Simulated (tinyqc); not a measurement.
Inside a calculation (part 2 of 3). Method: UHF in the sto-6g basis, for NH3+, spin multiplicity 2. Computed by tinyqc, a small Python program that keeps every step (integrals from PySCF). Command: `OMP_NUM_THREADS=1 python tinyqc.py 20302 20303 out.jsonl` (the two numbers bound the seeds that draw the settings). One thread of a shared host (Intel(R) Xeon(R) Processor @ 2.60GHz), about 0.3 s of CPU time with the checks.

Geometry (angstrom):
```
atom        x        y       z
N      0.0000   0.0000  0.2240
H      0.9470   0.0000  0.0000
H     -0.4730   0.8200  0.0000
H     -0.4730  -0.8200  0.0000
```

## Iteration 1: building the Fock matrix

D(alpha) at the start:
```
          1N 1s    1N 2s   1N 2px   1N 2py   1N 2pz    2H 1s    3H 1s    4H 1s
1N 1s    1.0685  -0.3429   0.0000   0.0000   0.0212   0.0529   0.0529   0.0529
1N 2s   -0.3429   1.6882  -0.0001   0.0000  -0.1456  -0.2479  -0.2481  -0.2481
1N 2px   0.0000  -0.0001   1.3151   0.0000   0.0000  -0.3003   0.1501   0.1501
1N 2py   0.0000   0.0000   0.0000   1.3156   0.0000   0.0000  -0.2603   0.2603
1N 2pz   0.0212  -0.1456   0.0000   0.0000   1.0322   0.0659   0.0660   0.0660
2H 1s    0.0529  -0.2479  -0.3003   0.0000   0.0659   0.1069   0.0041   0.0041
3H 1s    0.0529  -0.2481   0.1501  -0.2603   0.0660   0.0041   0.1070   0.0040
4H 1s    0.0529  -0.2481   0.1501   0.2603   0.0660   0.0041   0.0040   0.1070
```

D(beta) at the start:
```
          1N 1s    1N 2s   1N 2px   1N 2py   1N 2pz    2H 1s    3H 1s    4H 1s
1N 1s    1.0655  -0.3292   0.0000   0.0000   0.0740   0.0532   0.0533   0.0533
1N 2s   -0.3292   1.6255   0.0000   0.0000  -0.3884  -0.2495  -0.2497  -0.2497
1N 2px   0.0000   0.0000   1.3151   0.0000   0.0001  -0.3003   0.1501   0.1501
1N 2py   0.0000   0.0000   0.0000   1.3156   0.0000   0.0000  -0.2603   0.2603
1N 2pz   0.0740  -0.3884   0.0001   0.0000   0.0928   0.0596   0.0597   0.0597
2H 1s    0.0532  -0.2495  -0.3003   0.0000   0.0596   0.1069   0.0041   0.0041
3H 1s    0.0533  -0.2497   0.1501  -0.2603   0.0597   0.0041   0.1070   0.0040
4H 1s    0.0533  -0.2497   0.1501   0.2603   0.0597   0.0041   0.0040   0.1070
```

core Hamiltonian H = T + V (hartree):
```
           1N 1s    1N 2s   1N 2px   1N 2py   1N 2pz    2H 1s    3H 1s    4H 1s
1N 1s   -26.0688  -5.7002   0.0000   0.0000   0.0125  -1.6469  -1.6482  -1.6482
1N 2s    -5.7002  -7.7807   0.0000   0.0000   0.1332  -3.5363  -3.5381  -3.5381
1N 2px    0.0000   0.0000  -6.5712   0.0000   0.0000  -2.5416   1.2703   1.2703
1N 2py    0.0000   0.0000   0.0000  -6.5715   0.0000   0.0000  -2.2022   2.2022
1N 2pz    0.0125   0.1332   0.0000   0.0000  -6.3934   0.6404   0.6408   0.6408
2H 1s    -1.6469  -3.5363  -2.5416   0.0000   0.6404  -4.7910  -1.2909  -1.2909
3H 1s    -1.6482  -3.5381   1.2703  -2.2022   0.6408  -1.2909  -4.7921  -1.2907
4H 1s    -1.6482  -3.5381   1.2703   2.2022   0.6408  -1.2909  -1.2907  -4.7921
```

nuclear repulsion = 12.390385 hartree

Given earlier and not repeated: Two-electron integrals (ij|kl) in chemists' order.

J_ij = sum D_kl (ij|kl) with D = D(alpha) + D(beta), K_ij = sum D_kl (ik|jl) for each spin; F = H + J - K(s); E = tr D H + tr D J / 2 - 0.5 sum_s tr D(s) K(s) + E_nn.

Coulomb J (hartree):
```
          1N 1s    1N 2s   1N 2px   1N 2py   1N 2pz    2H 1s    3H 1s    4H 1s
1N 1s   15.6707   2.7663   0.0000   0.0000  -0.0165   0.8178   0.8184   0.8184
1N 2s    2.7663   7.0883   0.0000   0.0000  -0.0653   3.1134   3.1150   3.1150
1N 2px   0.0000   0.0000   7.1084   0.0000   0.0000   2.4041  -1.2016  -1.2016
1N 2py   0.0000   0.0000   0.0000   7.1084   0.0000   0.0000   2.0832  -2.0832
1N 2pz  -0.0165  -0.0653   0.0000   0.0000   7.0480  -0.5867  -0.5871  -0.5871
2H 1s    0.8178   3.1134   2.4041   0.0000  -0.5867   4.4978   1.1007   1.1007
3H 1s    0.8184   3.1150  -1.2016   2.0832  -0.5871   1.1007   4.4989   1.1005
4H 1s    0.8184   3.1150  -1.2016  -2.0832  -0.5871   1.1007   1.1005   4.4989
```

exchange K(alpha) (hartree):
```
          1N 1s   1N 2s   1N 2px   1N 2py   1N 2pz    2H 1s    3H 1s    4H 1s
1N 1s    4.3221  0.6957   0.0000   0.0000  -0.0002   0.2182   0.2184   0.2184
1N 2s    0.6957  1.2419   0.0000   0.0000   0.0033   0.4804   0.4806   0.4806
1N 2px   0.0000  0.0000   1.0293   0.0000   0.0000   0.2743  -0.1371  -0.1371
1N 2py   0.0000  0.0000   0.0000   1.0292   0.0000   0.0000   0.2377  -0.2377
1N 2pz  -0.0002  0.0033   0.0000   0.0000   1.0441  -0.0638  -0.0639  -0.0639
2H 1s    0.2182  0.4804   0.2743   0.0000  -0.0638   0.2845   0.1553   0.1553
3H 1s    0.2184  0.4806  -0.1371   0.2377  -0.0639   0.1553   0.2848   0.1554
4H 1s    0.2184  0.4806  -0.1371  -0.2377  -0.0639   0.1553   0.1554   0.2848
```

exchange K(beta) (hartree):
```
          1N 1s    1N 2s   1N 2px   1N 2py   1N 2pz    2H 1s    3H 1s    4H 1s
1N 1s    4.2985   0.6633   0.0000   0.0000  -0.0095   0.2088   0.2089   0.2089
1N 2s    0.6633   1.0534   0.0000   0.0000  -0.2003   0.4243   0.4245   0.4245
1N 2px   0.0000   0.0000   0.9811   0.0000   0.0001   0.2629  -0.1314  -0.1314
1N 2py   0.0000   0.0000   0.0000   0.9811   0.0000   0.0000   0.2278  -0.2278
1N 2pz  -0.0095  -0.2003   0.0001   0.0000   0.3200  -0.0957  -0.0958  -0.0958
2H 1s    0.2088   0.4243   0.2629   0.0000  -0.0957   0.2612   0.1379   0.1379
3H 1s    0.2089   0.4245  -0.1314   0.2278  -0.0958   0.1379   0.2614   0.1380
4H 1s    0.2089   0.4245  -0.1314  -0.2278  -0.0958   0.1379   0.1380   0.2614
```

F(alpha) (hartree):
```
           1N 1s    1N 2s   1N 2px   1N 2py   1N 2pz    2H 1s    3H 1s    4H 1s
1N 1s   -14.7202  -3.6296   0.0000   0.0000  -0.0038  -1.0473  -1.0482  -1.0482
1N 2s    -3.6296  -1.9343   0.0000   0.0000   0.0647  -0.9033  -0.9038  -0.9038
1N 2px    0.0000   0.0000  -0.4921   0.0000   0.0000  -0.4118   0.2058   0.2058
1N 2py    0.0000   0.0000   0.0000  -0.4923   0.0000   0.0000  -0.3568   0.3568
1N 2pz   -0.0038   0.0647   0.0000   0.0000  -0.3895   0.1175   0.1176   0.1176
2H 1s    -1.0473  -0.9033  -0.4118   0.0000   0.1175  -0.5777  -0.3455  -0.3455
3H 1s    -1.0482  -0.9038   0.2058  -0.3568   0.1176  -0.3455  -0.5780  -0.3455
4H 1s    -1.0482  -0.9038   0.2058   0.3568   0.1176  -0.3455  -0.3455  -0.5780
```

F(beta) (hartree):
```
           1N 1s    1N 2s   1N 2px   1N 2py   1N 2pz    2H 1s    3H 1s    4H 1s
1N 1s   -14.6966  -3.5972   0.0000   0.0000   0.0055  -1.0379  -1.0387  -1.0387
1N 2s    -3.5972  -1.7458   0.0000   0.0000   0.2682  -0.8472  -0.8477  -0.8477
1N 2px    0.0000   0.0000  -0.4439   0.0000  -0.0001  -0.4004   0.2001   0.2001
1N 2py    0.0000   0.0000   0.0000  -0.4442   0.0000   0.0000  -0.3469   0.3469
1N 2pz    0.0055   0.2682  -0.0001   0.0000   0.3347   0.1494   0.1495   0.1495
2H 1s    -1.0379  -0.8472  -0.4004   0.0000   0.1494  -0.5544  -0.3281  -0.3281
3H 1s    -1.0387  -0.8477   0.2001  -0.3469   0.1495  -0.3281  -0.5546  -0.3281
4H 1s    -1.0387  -0.8477   0.2001   0.3469   0.1495  -0.3281  -0.3281  -0.5546
```

total energy of this density = -53.709605 hartree

## Iteration 1: diagonalisation and new density

X:
```
          1N 1s    1N 2s   1N 2px   1N 2py   1N 2pz    2H 1s    3H 1s    4H 1s
1N 1s    1.0237  -0.1523   0.0000   0.0000   0.0066   0.0209   0.0209   0.0209
1N 2s   -0.1523   1.4708  -0.0001   0.0000  -0.0886  -0.3538  -0.3542  -0.3542
1N 2px   0.0000  -0.0001   1.1830   0.0000   0.0000  -0.3475   0.1738   0.1738
1N 2py   0.0000   0.0000   0.0000   1.1833   0.0000   0.0000  -0.3012   0.3012
1N 2pz   0.0066  -0.0886   0.0000   0.0000   1.0174   0.0698   0.0699   0.0699
2H 1s    0.0209  -0.3538  -0.3475   0.0000   0.0698   1.2905  -0.0577  -0.0577
3H 1s    0.0209  -0.3542   0.1738  -0.3012   0.0699  -0.0577   1.2909  -0.0578
4H 1s    0.0209  -0.3542   0.1738   0.3012   0.0699  -0.0577  -0.0578   1.2909
```

Diagonalise F' = X^T F X, C = X C', fill 5 alpha and 4 beta electrons from the bottom; D(s) = C_occ C_occ^T. Each column has its largest component positive (the first on a tie).

F' = X^T F X (alpha) (hartree):
```
          1        2        3        4        5        6        7        8
1  -14.4590  -1.8716   0.0000   0.0000   0.0014  -0.2029  -0.2032  -0.2032
2   -1.8716  -0.8904  -0.0001   0.0000  -0.0422  -0.4256  -0.4260  -0.4260
3    0.0000  -0.0001  -0.2229   0.0000   0.0000  -0.4202   0.2101   0.2101
4    0.0000   0.0000   0.0000  -0.2228   0.0000   0.0000  -0.3642   0.3642
5    0.0014  -0.0422   0.0000   0.0000  -0.3642   0.0875   0.0876   0.0876
6   -0.2029  -0.4256  -0.4202   0.0000   0.0875  -0.0199  -0.0872  -0.0872
7   -0.2032  -0.4260   0.2101  -0.3642   0.0876  -0.0872  -0.0196  -0.0873
8   -0.2032  -0.4260   0.2101   0.3642   0.0876  -0.0872  -0.0873  -0.0196
```

orbital energies (alpha) (hartree): MO1 -14.7262, MO2 -1.1331, MO3 -0.6127, MO4 -0.6125, MO5 -0.3912, MO6 0.3427, MO7 0.4569, MO8 0.4575

coefficients C (alpha):
```
            MO1      MO2      MO3      MO4      MO5      MO6      MO7      MO8
1N 1s    0.9942  -0.2305   0.0000   0.0000  -0.0459  -0.1697  -0.0003   0.0000
1N 2s    0.0297   0.8342   0.0000  -0.0001   0.2534   1.3451   0.0026   0.0000
1N 2px   0.0000   0.0000   0.0000   0.6863   0.0000   0.0019  -1.0534   0.0000
1N 2py   0.0000   0.0000   0.6863   0.0000   0.0000   0.0000   0.0000   1.0539
1N 2pz  -0.0018  -0.0735   0.0000   0.0000   0.9623  -0.3554  -0.0007   0.0000
2H 1s   -0.0064   0.1101   0.0000   0.3875  -0.0792  -0.7583   1.0862   0.0000
3H 1s   -0.0064   0.1102   0.3354  -0.1936  -0.0792  -0.7559  -0.5451  -0.9422
4H 1s   -0.0064   0.1102  -0.3354  -0.1936  -0.0792  -0.7559  -0.5451   0.9422
```

F' = X^T F X (beta) (hartree):
```
          1        2        3        4        5        6        7        8
1  -14.4399  -1.8625   0.0000   0.0000  -0.0138  -0.2038  -0.2041  -0.2041
2   -1.8625  -0.6881  -0.0001   0.0000   0.1563  -0.4121  -0.4125  -0.4125
3    0.0000  -0.0001  -0.1684   0.0000   0.0000  -0.4226   0.2112   0.2112
4    0.0000   0.0000   0.0000  -0.1684   0.0000   0.0000  -0.3662   0.3662
5   -0.0138   0.1563   0.0000   0.0000   0.3626   0.1038   0.1039   0.1039
6   -0.2038  -0.4121  -0.4226   0.0000   0.1038  -0.0151  -0.0859  -0.0859
7   -0.2041  -0.4125   0.2112  -0.3662   0.1039  -0.0859  -0.0148  -0.0860
8   -0.2041  -0.4125   0.2112   0.3662   0.1039  -0.0859  -0.0860  -0.0148
```

orbital energies (beta) (hartree): MO1 -14.7014, MO2 -1.0211, MO3 -0.5802, MO4 -0.5800, MO5 0.3422, MO6 0.4281, MO7 0.4824, MO8 0.4830

coefficients C (beta):
```
            MO1      MO2      MO3      MO4      MO5      MO6      MO7      MO8
1N 1s    0.9949  -0.2161   0.0000   0.0000  -0.1731   0.0775  -0.0004   0.0000
1N 2s    0.0263   0.7523   0.0000  -0.0001   1.2077  -0.7383   0.0033   0.0000
1N 2px   0.0000   0.0001   0.0000   0.6610   0.0013  -0.0023  -1.0695   0.0000
1N 2py   0.0000   0.0000   0.6610   0.0000   0.0000   0.0000   0.0000   1.0699
1N 2pz  -0.0024  -0.1619   0.0000   0.0001   0.4211   0.9242  -0.0015   0.0000
2H 1s   -0.0057   0.1459   0.0000   0.4133  -0.5770   0.4899   1.0763   0.0000
3H 1s   -0.0057   0.1459   0.3577  -0.2065  -0.5755   0.4868  -0.5408  -0.9339
4H 1s   -0.0057   0.1459  -0.3577  -0.2065  -0.5755   0.4868  -0.5408   0.9339
```

D(alpha) after iteration 1:
```
          1N 1s    1N 2s   1N 2px   1N 2py   1N 2pz    2H 1s    3H 1s    4H 1s
1N 1s    1.0438  -0.1744   0.0000   0.0000  -0.0290  -0.0281  -0.0281  -0.0281
1N 2s   -0.1744   0.7611   0.0000   0.0000   0.1825   0.0716   0.0717   0.0717
1N 2px   0.0000   0.0000   0.4710   0.0000   0.0000   0.2659  -0.1329  -0.1329
1N 2py   0.0000   0.0000   0.0000   0.4710   0.0000   0.0000   0.2302  -0.2302
1N 2pz  -0.0290   0.1825   0.0000   0.0000   0.9314  -0.0843  -0.0843  -0.0843
2H 1s   -0.0281   0.0716   0.2659   0.0000  -0.0843   0.1686  -0.0566  -0.0566
3H 1s   -0.0281   0.0717  -0.1329   0.2302  -0.0843  -0.0566   0.1684  -0.0565
4H 1s   -0.0281   0.0717  -0.1329  -0.2302  -0.0843  -0.0566  -0.0565   0.1684
```

D(beta) after iteration 1:
```
          1N 1s    1N 2s   1N 2px   1N 2py   1N 2pz    2H 1s    3H 1s    4H 1s
1N 1s    1.0366  -0.1364   0.0000   0.0000   0.0326  -0.0372  -0.0373  -0.0373
1N 2s   -0.1364   0.5666   0.0000   0.0000  -0.1218   0.1096   0.1096   0.1096
1N 2px   0.0000   0.0000   0.4370   0.0000   0.0000   0.2732  -0.1365  -0.1365
1N 2py   0.0000   0.0000   0.0000   0.4370   0.0000   0.0000   0.2365  -0.2365
1N 2pz   0.0326  -0.1218   0.0000   0.0000   0.0262  -0.0236  -0.0236  -0.0236
2H 1s   -0.0372   0.1096   0.2732   0.0000  -0.0236   0.1921  -0.0640  -0.0640
3H 1s   -0.0373   0.1096  -0.1365   0.2365  -0.0236  -0.0640   0.1920  -0.0640
4H 1s   -0.0373   0.1096  -0.1365  -0.2365  -0.0236  -0.0640  -0.0640   0.1920
```

## Iteration 2: building the Fock matrix

As before.

Coulomb J (hartree):
```
          1N 1s    1N 2s   1N 2px   1N 2py   1N 2pz    2H 1s    3H 1s    4H 1s
1N 1s   14.1011   2.4458   0.0000   0.0000  -0.0111   0.7253   0.7259   0.7259
1N 2s    2.4458   6.4141   0.0001   0.0000  -0.0906   2.8991   2.9005   2.9005
1N 2px   0.0000   0.0001   6.4430   0.0000   0.0000   2.2873  -1.1432  -1.1432
1N 2py   0.0000   0.0000   0.0000   6.4430   0.0000   0.0000   1.9819  -1.9819
1N 2pz  -0.0111  -0.0906   0.0000   0.0000   6.3562  -0.5695  -0.5699  -0.5699
2H 1s    0.7253   2.8991   2.2873   0.0000  -0.5695   4.4412   1.0417   1.0417
3H 1s    0.7259   2.9005  -1.1432   1.9819  -0.5699   1.0417   4.4420   1.0415
4H 1s    0.7259   2.9005  -1.1432  -1.9819  -0.5699   1.0417   1.0415   4.4420
```

exchange K(alpha) (hartree):
```
          1N 1s   1N 2s   1N 2px   1N 2py   1N 2pz    2H 1s    3H 1s    4H 1s
1N 1s    4.2556  0.6587   0.0000   0.0000  -0.0012   0.2059   0.2060   0.2060
1N 2s    0.6587  1.1261   0.0000   0.0000   0.0210   0.5564   0.5567   0.5567
1N 2px   0.0000  0.0000   0.8600   0.0000   0.0000   0.4196  -0.2097  -0.2097
1N 2py   0.0000  0.0000   0.0000   0.8601   0.0000   0.0000   0.3635  -0.3635
1N 2pz  -0.0012  0.0210   0.0000   0.0000   0.9623  -0.1029  -0.1029  -0.1029
2H 1s    0.2059  0.5564   0.4196   0.0000  -0.1029   0.6132   0.1917   0.1917
3H 1s    0.2060  0.5567  -0.2097   0.3635  -0.1029   0.1917   0.6134   0.1917
4H 1s    0.2060  0.5567  -0.2097  -0.3635  -0.1029   0.1917   0.1917   0.6134
```

exchange K(beta) (hartree):
```
          1N 1s    1N 2s   1N 2px   1N 2py   1N 2pz    2H 1s    3H 1s    4H 1s
1N 1s    4.2257   0.6269   0.0000   0.0000  -0.0028   0.1961   0.1962   0.1962
1N 2s    0.6269   0.9240   0.0000   0.0000  -0.1686   0.5047   0.5049   0.5049
1N 2px   0.0000   0.0000   0.7955   0.0000   0.0000   0.4115  -0.2056  -0.2056
1N 2py   0.0000   0.0000   0.0000   0.7956   0.0000   0.0000   0.3564  -0.3564
1N 2pz  -0.0028  -0.1686   0.0000   0.0000   0.2321  -0.1127  -0.1128  -0.1128
2H 1s    0.1961   0.5047   0.4115   0.0000  -0.1127   0.6064   0.1766   0.1766
3H 1s    0.1962   0.5049  -0.2056   0.3564  -0.1128   0.1766   0.6066   0.1765
4H 1s    0.1962   0.5049  -0.2056  -0.3564  -0.1128   0.1766   0.1765   0.6066
```

F(alpha) (hartree):
```
           1N 1s    1N 2s   1N 2px   1N 2py   1N 2pz    2H 1s    3H 1s    4H 1s
1N 1s   -16.2233  -3.9131   0.0000   0.0000   0.0027  -1.1274  -1.1283  -1.1283
1N 2s    -3.9131  -2.4928   0.0000   0.0000   0.0216  -1.1937  -1.1943  -1.1943
1N 2px    0.0000   0.0000  -0.9883   0.0000   0.0000  -0.6739   0.3368   0.3368
1N 2py    0.0000   0.0000   0.0000  -0.9886   0.0000   0.0000  -0.5839   0.5839
1N 2pz    0.0027   0.0216   0.0000   0.0000  -0.9995   0.1737   0.1738   0.1738
2H 1s    -1.1274  -1.1937  -0.6739   0.0000   0.1737  -0.9630  -0.4409  -0.4409
3H 1s    -1.1283  -1.1943   0.3368  -0.5839   0.1738  -0.4409  -0.9635  -0.4409
4H 1s    -1.1283  -1.1943   0.3368   0.5839   0.1738  -0.4409  -0.4409  -0.9635
```

F(beta) (hartree):
```
           1N 1s    1N 2s   1N 2px   1N 2py   1N 2pz    2H 1s    3H 1s    4H 1s
1N 1s   -16.1934  -3.8812   0.0000   0.0000   0.0042  -1.1177  -1.1185  -1.1185
1N 2s    -3.8812  -2.2906   0.0000   0.0000   0.2112  -1.1420  -1.1425  -1.1425
1N 2px    0.0000   0.0000  -0.9238   0.0000  -0.0001  -0.6657   0.3327   0.3327
1N 2py    0.0000   0.0000   0.0000  -0.9241   0.0000   0.0000  -0.5768   0.5768
1N 2pz    0.0042   0.2112  -0.0001   0.0000  -0.2693   0.1835   0.1837   0.1837
2H 1s    -1.1177  -1.1420  -0.6657   0.0000   0.1835  -0.9562  -0.4258  -0.4258
3H 1s    -1.1185  -1.1425   0.3327  -0.5768   0.1837  -0.4258  -0.9567  -0.4258
4H 1s    -1.1185  -1.1425   0.3327   0.5768   0.1837  -0.4258  -0.4258  -0.9567
```

total energy of this density = -55.700210 hartree

## Iteration 2: DIIS over 2 matrices

error matrix X^T (FDS - SDF) X (alpha):
```
         1        2        3        4        5        6        7        8
1   0.0000  -0.0298   0.0000   0.0000   0.0104   0.0253   0.0253   0.0253
2   0.0298   0.0000   0.0000   0.0000   0.0043  -0.0100  -0.0100  -0.0100
3   0.0000   0.0000   0.0000   0.0000   0.0000  -0.0347   0.0173   0.0173
4   0.0000   0.0000   0.0000   0.0000   0.0000   0.0000  -0.0300   0.0300
5  -0.0104  -0.0043   0.0000   0.0000   0.0000   0.0071   0.0071   0.0071
6  -0.0253   0.0100   0.0347   0.0000  -0.0071   0.0000   0.0000   0.0000
7  -0.0253   0.0100  -0.0173   0.0300  -0.0071   0.0000   0.0000   0.0000
8  -0.0253   0.0100  -0.0173  -0.0300  -0.0071   0.0000   0.0000   0.0000
```

B (overlaps of the stored error matrices):
```
                1               2
1   3.1762278e+00  -2.0461814e-01
2  -2.0461814e-01   2.6737845e-02
```

Minimise |sum c_i e_i|^2 with sum c_i = 1: solve [B -1; -1 0][c; lambda] = [0; -1] with B_ij = tr e_i^T e_j summed over both spins, and take F = sum c_i F_i.

DIIS coefficients: 0.0640  0.9360

extrapolated F(alpha) (hartree):
```
           1N 1s    1N 2s   1N 2px   1N 2py   1N 2pz    2H 1s    3H 1s    4H 1s
1N 1s   -16.1271  -3.8949   0.0000   0.0000   0.0023  -1.1223  -1.1232  -1.1232
1N 2s    -3.8949  -2.4570   0.0000   0.0000   0.0244  -1.1751  -1.1757  -1.1757
1N 2px    0.0000   0.0000  -0.9565   0.0000   0.0000  -0.6571   0.3284   0.3284
1N 2py    0.0000   0.0000   0.0000  -0.9568   0.0000   0.0000  -0.5693   0.5693
1N 2pz    0.0023   0.0244   0.0000   0.0000  -0.9604   0.1701   0.1702   0.1702
2H 1s    -1.1223  -1.1751  -0.6571   0.0000   0.1701  -0.9383  -0.4348  -0.4348
3H 1s    -1.1232  -1.1757   0.3284  -0.5693   0.1702  -0.4348  -0.9388  -0.4348
4H 1s    -1.1232  -1.1757   0.3284   0.5693   0.1702  -0.4348  -0.4348  -0.9388
```

extrapolated F(beta) (hartree):
```
           1N 1s    1N 2s   1N 2px   1N 2py   1N 2pz    2H 1s    3H 1s    4H 1s
1N 1s   -16.0976  -3.8630   0.0000   0.0000   0.0043  -1.1126  -1.1134  -1.1134
1N 2s    -3.8630  -2.2557   0.0000   0.0000   0.2149  -1.1231  -1.1236  -1.1236
1N 2px    0.0000   0.0000  -0.8930   0.0000  -0.0001  -0.6487   0.3242   0.3242
1N 2py    0.0000   0.0000   0.0000  -0.8934   0.0000   0.0000  -0.5620   0.5620
1N 2pz    0.0043   0.2149  -0.0001   0.0000  -0.2306   0.1814   0.1815   0.1815
2H 1s    -1.1126  -1.1231  -0.6487   0.0000   0.1814  -0.9305  -0.4195  -0.4195
3H 1s    -1.1134  -1.1236   0.3242  -0.5620   0.1815  -0.4195  -0.9309  -0.4195
4H 1s    -1.1134  -1.1236   0.3242   0.5620   0.1815  -0.4195  -0.4195  -0.9309
```
